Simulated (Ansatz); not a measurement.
**UCCSD/def2-SVPD run of SiN2H5 (SMILES N[SiH]N)**

Aim: the vertical electron affinity of SiN2H5 at UCCSD/def2-SVPD, from 2 runs. 

The calculation is run with Ansatz 0.2.0.

50 further runs of the same task are left out: 50 set aside as unsound or not needed.

## 1. The molecule

SiN2H5: 8 atoms, total charge 0, spin state doublet. As SMILES, `N[SiH]N`. The coordinates come from a PBE0-D4/def2-TZVP relaxation. This is one conformer, not always the lowest.

Bond lengths: N1–Si2 1.713 Å, Si2–N3 1.720 Å, N1–H4 1.008 Å, N1–H5 1.005 Å, Si2–H6 1.504 Å, N3–H7 1.008 Å, N3–H8 1.008 Å. Angles: N1–Si2–N3 106.1°, N1–Si2–H6 117.2°, N3–Si2–H6 103.6°, Si2–N1–H4 122.2°, Si2–N1–H5 121.8°, Si2–N3–H7 120.2°, Si2–N3–H8 119.6°, H4–N1–H5 112.8°, H7–N3–H8 111.5°.

## 2. The energy at UCCSD/def2-SVPD

File run.yaml:

```yaml
crystal:
  periodic: [false, false, false]
  atoms:
    - {symbol: "N", position_ang: [-1.027000, 0.622100, -0.768300]}
    - {symbol: Si, position_ang: [0.527700, 0.579900, -0.050700]}
    - {symbol: N, position_ang: [0.789500, -1.052600, 0.425100]}
    - {symbol: H, position_ang: [-1.817900, 0.144500, -0.364600]}
    - {symbol: H, position_ang: [-1.296600, 1.349400, -1.406800]}
    - {symbol: H, position_ang: [0.716400, 1.354100, 1.225100]}
    - {symbol: H, position_ang: [0.730800, -1.794000, -0.255200]}
    - {symbol: H, position_ang: [1.468900, -1.260500, 1.139500]}
basis:
  gaussian:
    orbitals: def2-SVPD
magnetization:
  spin_polarized: true
  initial_magnetization: 1
correlation:
  method: ccsd
  frozen_orbitals: {H: 0, "N": 1, Si: 5}
accuracy: high
scf:
  omitted_lower_state_checks: [cluster_reference, increment]
```

The run is started by

```bash
ansatz run run.yaml --threads 1 --pin off --max-ram 3480MiB --events-out events.jsonl --progress --plain --runs-dir runs
```

What it wrote, shortened:

```text
Warning: RAYON_NUM_THREADS=1 ignored (pool sized by the plan → 1); use --threads N
Functional definition: HF
  name "HF"
[...]
2133 factors; integrals over basis functions are off by at most 3.5e-9 eV
[...]
mean field -10900.70833176 eV, -400.5936424266 hartree, gradient 2.0e-8 eV, S^2 0.754516; 0 other end points of the search recorded, 0 dependent functions left out
7 core orbitals not correlated: weight in the atoms' cores, before any rotation towards them, 1.000 or more for the frozen orbitals, at most 0.000 for the correlated occupied ones
reference -10900.70833176 eV, -400.5936424266 hartree; 10, 9 occupied and 87, 88 virtual orbitals, 2133 factors
second order -12.35186645 eV of doubles, -0.00000000 eV of singles
cycle   1  -12.84082440 eV  change   -4.9e-1 eV  update   8.0e-2
[...]
cycle  24  -13.24069566 eV  change   1.9e-10 eV  update   1.1e-9
Total energy: -10913.94902742 eV, -401.0802290174 hartree
Checks for a lower state left out: cluster_reference, increment
```

It took 54 s on 1 thread of Arm Neoverse V2, shared host; peak memory 1.6 GiB.

## 3. The singlet anion, same level

File molecule.yaml:

```yaml
crystal:
  periodic: [false, false, false]
  atoms:
    - {symbol: N, position_ang: [-1.027000, 0.622100, -0.768300]}
    - {symbol: Si, position_ang: [0.527700, 0.579900, -0.050700]}
    - {symbol: "N", position_ang: [0.789500, -1.052600, 0.425100]}
    - {symbol: H, position_ang: [-1.817900, 0.144500, -0.364600]}
    - {symbol: H, position_ang: [-1.296600, 1.349400, -1.406800]}
    - {symbol: H, position_ang: [0.716400, 1.354100, 1.225100]}
    - {symbol: H, position_ang: [0.730800, -1.794000, -0.255200]}
    - {symbol: H, position_ang: [1.468900, -1.260500, 1.139500]}
basis:
  gaussian: {orbitals: def2-SVPD}
total_charge: -1
correlation: {method: ccsd, frozen_orbitals: {H: 0, "N": 1, Si: 5}}
accuracy: high
scf: {omitted_lower_state_checks: [cluster_reference, increment]}
```

The run is started by

```bash
ansatz run molecule.yaml --threads 1 --pin off --max-ram 3480MiB --events-out events.jsonl --progress --plain --runs-dir runs
```

What it wrote, shortened:

```text
Warning: RAYON_NUM_THREADS=1 ignored (pool sized by the plan → 1); use --threads N
[... 2 set-up lines as earlier in the session ...]
[...]
2134 factors; integrals over basis functions are off by at most 3.6e-9 eV
[...]
mean field -10899.30777569 eV, -400.5421729403 hartree, gradient 2.7e-8 eV, S^2 0.000000; 0 other end points of the search recorded, 0 dependent functions left out
7 core orbitals not correlated: weight in the atoms' cores, before any rotation towards them, 1.000 or more for the frozen orbitals, at most 0.000 for the correlated occupied ones
reference -10899.30777569 eV, -400.5421729403 hartree; 10, 10 occupied and 87, 87 virtual orbitals, 2134 factors
second order -13.27184046 eV of doubles, -0.00000000 eV of singles
cycle   1  -13.77096742 eV  change   -5.0e-1 eV  update   9.4e-2
[...]
cycle  26  -14.21197327 eV  change  -5.7e-10 eV  update   2.1e-9
Total energy: -10913.51974896 eV, -401.0644533248 hartree
Checks for a lower state left out: cluster_reference, increment
```

It took 19 s on 1 thread of Arm Neoverse V2, shared host; peak memory 0.78 GiB.

## 4. Outcome

At UCCSD/def2-SVPD, 7 core orbitals frozen:

| quantity | value |
| --- | --- |
| doublet SiN2H5: total energy | -401.08023 Eh |
| doublet SiN2H5: correlation energy (7 core orbitals frozen) | -486.6 mEh |
| doublet SiN2H5: ⟨S²⟩ of the reference determinant | 0.755 |
| doublet SiN2H5: T1 diagnostic | 0.015 |
| singlet anion: total energy | -401.06445 Eh |
| singlet anion: correlation energy (7 core orbitals frozen) | -522.3 mEh |
| singlet anion: T1 diagnostic | 0.017 |
| vertical electron affinity (to the singlet anion) | -0.429 eV |

**Reading.** The anion lies 0.43 eV (41.4 kJ/mol) above the neutral: the electron isn't bound at this level, and such a value depends on the basis.
